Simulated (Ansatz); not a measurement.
`FCC(F)F`, relaxed with RKS PBE0-D4/def2-TZVP in Ansatz from a PBE-D4/def2-SVP geometry. The force threshold is 0.005 eV/Å; the program also tests the step.

Charge 0, multiplicity 1.

Start:

```xyz
8

F    -0.493   -1.524    0.743
C     0.000   -0.732   -0.266
C     0.040    0.726    0.159
F    -1.213    1.163    0.476
F     0.836    0.880    1.256
H    -0.644   -0.824   -1.170
H     1.032   -1.055   -0.532
H     0.441    1.366   -0.665
```

```json
{"step": "1", "energy (eV)": "-10267.5322", "largest force (eV/Å)": "0.592", "largest move (Å)": "0.000"}
{"step": "2", "energy (eV)": "-10267.5615", "largest force (eV/Å)": "0.210", "largest move (Å)": "0.014"}
{"step": "3", "energy (eV)": "-10267.5646", "largest force (eV/Å)": "0.030", "largest move (Å)": "0.006"}
{"step": "4", "energy (eV)": "-10267.5646", "largest force (eV/Å)": "0.005", "largest move (Å)": "0.001"}
{"step": "5", "energy (eV)": "-10267.5646", "largest force (eV/Å)": "0.002", "largest move (Å)": "0.000"}
```

End:

```xyz
8

F    -0.487   -1.513    0.731
C     0.004   -0.725   -0.273
C     0.041    0.720    0.152
F    -1.199    1.156    0.473
F     0.826    0.877    1.243
H    -0.640   -0.821   -1.153
H     1.019   -1.050   -0.521
H     0.435    1.356   -0.651
```

Run time 10 s (2 threads of a server CPU on a shared host); peak host memory 0.38 GiB.
